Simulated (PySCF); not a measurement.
Species: CFCl3.
Bonds: F1–C2, C2–Cl3, C2–Cl4, C2–Cl5.

The closed-shell ground state was solved at several levels (PySCF, density fitting, gas phase, non-relativistic). Isolated species at its GFN2-xTB geometry, gas phase.

```json
{"level": "X3LYP/cc-pVDZ", "basis functions": "82", "HOMO (eV)": "-8.76", "LUMO (eV)": "-1.16", "gap (eV)": "7.60", "dipole (D)": "0.29"}
{"level": "BP86/cc-pVTZ", "basis functions": "162", "HOMO (eV)": "-7.77", "LUMO (eV)": "-2.43", "gap (eV)": "5.34", "dipole (D)": "0.21"}
{"level": "B3LYP/cc-pVTZ", "basis functions": "162", "HOMO (eV)": "-8.85", "LUMO (eV)": "-1.52", "gap (eV)": "7.33", "dipole (D)": "0.32"}
{"level": "B97-D/cc-pVTZ", "basis functions": "162", "HOMO (eV)": "-7.68", "LUMO (eV)": "-2.28", "gap (eV)": "5.40", "dipole (D)": "0.21"}
{"level": "OPBE/cc-pVTZ", "basis functions": "162", "HOMO (eV)": "-7.70", "LUMO (eV)": "-2.22", "gap (eV)": "5.48", "dipole (D)": "0.14"}
{"level": "BLYP/cc-pVTZ", "basis functions": "162", "HOMO (eV)": "-7.49", "LUMO (eV)": "-2.20", "gap (eV)": "5.29", "dipole (D)": "0.24"}
```

Question: Estimate the row for KT3/cc-pVTZ, a basis of 162 functions; the other rows only guide the guess.

Answer: HOMO -7.80 eV, LUMO -2.47 eV, gap 5.33 eV, dipole 0.21 D.

Question: Over all these levels, which gives the widest orbital gap and which the narrowest?

Answer: X3LYP/cc-pVDZ (global hybrid, 22 % exact exchange) has the widest, 7.60 eV, and BLYP/cc-pVTZ (GGA) the narrowest, 5.29 eV. Functional and basis both differ between the two, so the spread mixes both effects.

Question: How far do the dipole and the HOMO energy spread over the levels?

Answer: The dipole runs from 0.14 to 0.32 D (mean 0.23 D) and the HOMO from -8.85 to -7.49 eV.
